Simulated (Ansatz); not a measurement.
# One shape, several levels: CH4BN (SMILES [BH3-][N+]#C)

We compute a comparison of 6 runs (HF/STO-3G, HF/3-21G, HF/def2-SVP, B3LYP/6-31G*, PBE0/def2-SVP, B2PLYP/6-311G**) of CH4BN. 

The results are computed with Ansatz 0.2.0.

8 further runs of the same task are left out: 8 set aside as unsound or not needed.

## 1. Starting point

CH4BN: 7 atoms, total charge 0, spin state singlet. As SMILES, `[BH3-][N+]#C`. Geometry: relaxed at GFN2-xTB.

Bond lengths: B1–N2 1.446 Å, N2–C3 1.149 Å, B1–H4 1.191 Å, B1–H5 1.191 Å, B1–H6 1.191 Å, C3–H7 1.052 Å. Angles: B1–N2–C3 179.8°, N2–B1–H4 105.9°, N2–B1–H5 105.9°, N2–B1–H6 105.8°, N2–C3–H7 179.8°, H4–B1–H5 112.8°, H4–B1–H6 112.8°, H5–B1–H6 112.8°.

## 2. Energy and forces at HF/STO-3G (run 1)

job.yaml

```yaml
crystal:
  periodic: [false, false, false]
  atoms:
    - symbol: B
      position_ang: [-0.679270, 0.619350, -0.271430]
    - symbol: N
      position_ang: [0.343100, -0.317340, 0.137940]
    - symbol: C
      position_ang: [1.158210, -1.058740, 0.463380]
    - symbol: H
      position_ang: [-1.600190, -0.041380, -0.638300]
    - symbol: H
      position_ang: [-0.196850, 1.266380, -1.147890]
    - symbol: H
      position_ang: [-0.931780, 1.266950, 0.696120]
    - symbol: H
      position_ang: [1.906790, -1.735220, 0.760180]
basis:
  gaussian: {orbitals: STO-3G}
hamiltonian: {xc: hf}
accuracy: high
output: {forces: true, orbitals: {seedname: orbitals}}
```

Started as:

```
$ ansatz run job.yaml --threads 1 --pin off --max-ram 2610MiB --events-out events.jsonl --progress --plain --runs-dir runs
```

Log:

```text
Warning: RAYON_NUM_THREADS=1 ignored (pool sized by the plan → 1); use --threads N
Functional definition: HF
  name "HF"
  exchange = exact_x
  correlation = 0
343 factors; integrals over basis functions are off by at most 2.9e-8 eV
mean field evaluation 1: about -3202.3358 eV, gradient 2.4e1 eV
mean field evaluation 2: about -3202.3879 eV, gradient 2.4e1 eV
mean field evaluation 4: about -3204.4734 eV, gradient 2.8e0 eV
mean field evaluation 8: about -3204.5063 eV, gradient 2.7e-2 eV
mean field -3204.50628014 eV, -117.7634337029 hartree, gradient 9.8e-8 eV, S^2 0.000000; 0 other end points of the search recorded, 0 dependent functions left out
the calculation of the forces begins
reference -3204.50628014 eV, -117.7634337029 hartree; 11, 11 occupied and 8, 8 virtual orbitals, 343 factors
Total energy: -3204.50628014 eV, -117.7634337029 hartree
Atom 0 at    -0.679270     0.619350    -0.271430 Å, force    -3.528762     3.224060    -1.404401 eV/Å
Atom 1 at     0.343100    -0.317340     0.137940 Å, force     3.329808    -3.037857     1.323045 eV/Å
Atom 2 at     1.158210    -1.058740     0.463380 Å, force    -1.192230     1.090303    -0.480232 eV/Å
Atom 3 at    -1.600190    -0.041380    -0.638300 Å, force     0.645730     0.481062     0.257598 eV/Å
Atom 4 at    -0.196850     1.266380    -1.147890 Å, force    -0.354289    -0.453288     0.624041 eV/Å
Atom 5 at    -0.931780     1.266950     0.696120 Å, force     0.163847    -0.445753    -0.696941 eV/Å
Atom 6 at     1.906790    -1.735220     0.760180 Å, force     0.935896    -0.858527     0.376890 eV/Å
Dipole moment:     0.925086    -0.843958     0.369301 e Å
```

Wall time 0.18 s (1 thread of AMD EPYC 9R45 (Zen 5), shared host).

## 3. Energy and gradient at HF/3-21G (run 2)

job.yaml

```yaml
crystal:
  periodic: [false, false, false]
  atoms:
    - {symbol: B, position_ang: [-0.679270, 0.619350, -0.271430]}
    - {symbol: "N", position_ang: [0.343100, -0.317340, 0.137940]}
    - {symbol: C, position_ang: [1.158210, -1.058740, 0.463380]}
    - {symbol: H, position_ang: [-1.600190, -0.041380, -0.638300]}
    - {symbol: H, position_ang: [-0.196850, 1.266380, -1.147890]}
    - {symbol: H, position_ang: [-0.931780, 1.266950, 0.696120]}
    - {symbol: H, position_ang: [1.906790, -1.735220, 0.760180]}
basis:
  gaussian:
    orbitals: 3-21G.json
total_charge: 0
hamiltonian:
  xc: hf
accuracy: high
output:
  forces: true
  orbitals: {seedname: orbitals}
```

The basis set 3-21G is read from a file made from the Basis Set Exchange's data (not shown).

Started as:

```
$ ansatz run job.yaml --threads 1 --pin off --max-ram 2610MiB --events-out events.jsonl --progress --plain --runs-dir runs
```

Log:

```text
Warning: RAYON_NUM_THREADS=1 ignored (pool sized by the plan → 1); use --threads N
Functional definition: HF
  name "HF"
  exchange = exact_x
  correlation = 0
817 factors; integrals over basis functions are off by at most 5.0e-9 eV
mean field evaluation 1: about -3225.0545 eV, gradient 2.7e1 eV
mean field evaluation 2: about -3225.0526 eV, gradient 2.7e1 eV
mean field evaluation 4: about -3227.1939 eV, gradient 3.1e0 eV
mean field evaluation 8: about -3227.2293 eV, gradient 1.5e-4 eV
mean field -3227.22927354 eV, -118.5984883081 hartree, gradient 2.9e-8 eV, S^2 0.000000; 0 other end points of the search recorded, 0 dependent functions left out
the calculation of the forces begins
reference -3227.22927354 eV, -118.5984883081 hartree; 11, 11 occupied and 24, 24 virtual orbitals, 817 factors
Total energy: -3227.22927354 eV, -118.5984883081 hartree
Atom 0 at    -0.679270     0.619350    -0.271430 Å, force    -2.288848     2.087943    -0.910595 eV/Å
Atom 1 at     0.343100    -0.317340     0.137940 Å, force     4.902608    -4.468426     1.952963 eV/Å
Atom 2 at     1.158210    -1.058740     0.463380 Å, force    -2.073683     1.897667    -0.835625 eV/Å
Atom 3 at    -1.600190    -0.041380    -0.638300 Å, force    -0.426396    -0.115719    -0.169632 eV/Å
Atom 4 at    -0.196850     1.266380    -1.147890 Å, force     0.046230     0.323009    -0.338750 eV/Å
Atom 5 at    -0.931780     1.266950     0.696120 Å, force    -0.206569     0.330394     0.277133 eV/Å
Atom 6 at     1.906790    -1.735220     0.760180 Å, force     0.046658    -0.054868     0.024506 eV/Å
Dipole moment:     0.993069    -0.905267     0.396167 e Å
```

Run time: 0.3 s. Hardware: 1 thread of AMD EPYC 9R45 (Zen 5), shared host.

Runs 3 to 5 aren't shown in full; the table further down has their settings and results.

## 4. Energy and forces at B2PLYP/6-311G(d,p) (run 6)

input.yaml

```yaml
crystal:
  periodic: [false, false, false]
  atoms:
    - symbol: B
      position_ang: [-0.679270, 0.619350, -0.271430]
    - symbol: N
      position_ang: [0.343100, -0.317340, 0.137940]
    - symbol: C
      position_ang: [1.158210, -1.058740, 0.463380]
    - symbol: H
      position_ang: [-1.600190, -0.041380, -0.638300]
    - symbol: H
      position_ang: [-0.196850, 1.266380, -1.147890]
    - symbol: H
      position_ang: [-0.931780, 1.266950, 0.696120]
    - symbol: H
      position_ang: [1.906790, -1.735220, 0.760180]
basis:
  gaussian:
    orbitals: 6-311Gss.json
hamiltonian:
  xc: {name: B2PLYP}
correlation:
  frozen_orbitals: {B: 1, C: 1, H: 0, "N": 1}
accuracy: high
output: {forces: true, orbitals: {seedname: orbitals}}
```

The basis set 6-311G** is read from a file made from the Basis Set Exchange's data (not shown).

Started as:

```
$ ansatz run input.yaml --threads 1 --pin off --max-ram 2610MiB --events-out events.jsonl --progress --plain --runs-dir runs
```

Log:

```text
Warning: RAYON_NUM_THREADS=1 ignored (pool sized by the plan → 1); use --threads N
Functional definition: B2PLYP
  name "B2PLYP"
  parameter a = 0.53
  parameter c = 0.27
  exchange = (1 - a)*b88_x + a*exact_x
  correlation = (1 - c)*lyp_c + c*(mp2_os + mp2_ss)
1511 factors; integrals over basis functions are off by at most 9.4e-9 eV
mean field evaluation 1: about -3257.1088 eV, gradient 3.6e1 eV
mean field evaluation 2: about -3257.1105 eV, gradient 3.6e1 eV
mean field evaluation 4: about -3260.4147 eV, gradient 5.9e0 eV
mean field evaluation 8: about -3260.4907 eV, gradient 7.1e-2 eV
mean field evaluation 16: about -3260.4907 eV, gradient 1.3e-6 eV
mean field -3260.49070007 eV, -119.8208231876 hartree, gradient 2.7e-8 eV, S^2 0.000000; 0 other end points of the search recorded, 0 dependent functions left out
3 core orbitals not correlated: weight in the atoms' cores, before any rotation towards them, 1.000 or more for the frozen orbitals, at most 0.000 for the correlated occupied ones
reference -3260.49072467 eV, -119.8208240916 hartree; 8, 8 occupied and 67, 67 virtual orbitals, 1511 factors
second order -14.50421679 eV of doubles, -0.00000000 eV of singles
the calculation of the forces begins
Total energy: -3264.40686320 eV, -119.9647395283 hartree
Atom 0 at    -0.679270     0.619350    -0.271430 Å, force    -1.313431     1.195277    -0.521307 eV/Å
Atom 1 at     0.343100    -0.317340     0.137940 Å, force     1.519663    -1.379660     0.599983 eV/Å
Atom 2 at     1.158210    -1.058740     0.463380 Å, force    -0.188985     0.172106    -0.077413 eV/Å
Atom 3 at    -1.600190    -0.041380    -0.638300 Å, force    -0.336705    -0.142829    -0.133670 eV/Å
Atom 4 at    -0.196850     1.266380    -1.147890 Å, force     0.084788     0.247411    -0.284142 eV/Å
Atom 5 at    -0.931780     1.266950     0.696120 Å, force    -0.140162     0.253728     0.264530 eV/Å
Atom 6 at     1.906790    -1.735220     0.760180 Å, force     0.374832    -0.346034     0.152019 eV/Å
Dipole moment:     0.834806    -0.760933     0.333099 e Å
```

Run time: 6 s. Hardware: 1 thread of AMD EPYC 9R45 (Zen 5), shared host; peak memory 0.25 GiB.

## 5. The series

```csv
run,level,Cartesian functions,frozen core orbitals,energy (Eh),dipole moment (D),HOMO energy (eV),LUMO energy (eV),wall time
1,HF/STO-3G,no,–,-117.763434,6.27,-9.69,6.42,0.18 s
2,HF/3-21G,no,–,-118.598488,6.73,-10.92,3.39,0.3 s
3,HF/def2-SVP,no,–,-119.172261,6.62,-11.05,3.09,0.86 s
4,B3LYP/6-31G* (Cartesian functions),yes,–,-120.065414,5.39,-7.69,-0.85,1.7 s
5,PBE0/def2-SVP,no,–,-119.813940,5.36,-8.05,-0.87,1.9 s
6,B2PLYP/6-311G**,no,3,-119.964740,5.66,-9.20,0.53,6 s
```

## 6. Summary of results

| quantity | value |
| --- | --- |
| run 6: total energy | -119.96474 Eh |
| run 6: dipole moment (SCF part) | 5.66 D |
| run 6: HOMO energy (SCF part's orbitals) | -9.20 eV |
| run 6: LUMO energy (SCF part's orbitals) | 0.53 eV |
| run 6: HOMO–LUMO gap (SCF part's orbitals) | 9.73 eV |
| run 6: largest force on an atom | 2.138 eV/Å |

The dipole moment (its size) runs from 5.36 D (PBE0/def2-SVP) to 6.73 D (HF/3-21G). The two ends differ in method and basis. The HOMO–LUMO gap runs from 6.84 eV (B3LYP/6-31G*) to 16.10 eV (HF/STO-3G). Totals of different functionals can't be ranked against each other. In run 1 the basis is minimal, so the values are rough. All runs together took 11 s, the longest 6 s.
